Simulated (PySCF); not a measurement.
SMILES [CH]=O (CHO (cation, charge +1)), B3LYP/def2-SVP optimised geometry.

```
3

C      0.00     0.00     0.00
O     -1.11     0.00     0.00
H      1.11     0.00     0.00
```

Density from B3LYP/def2-TZVP run with PySCF at that geometry.

Minimum of the electron density along straight lines between bonded atoms, close to the bond critical point (lines longer than 1.1 times the sum of covalent radii, or with two minima, are not listed):

```
bond   length / Å  ρ at the minimum / e bohr⁻³  ∇²ρ there / e bohr⁻⁵  position (fraction from the first atom)
-----  ----------  ---------------------------  --------------------  ---------------------------------------
C1–O2       1.107                        0.531                  1.25                                     0.34
C1–H3       1.112                        0.265                 -1.14                                     0.72
```
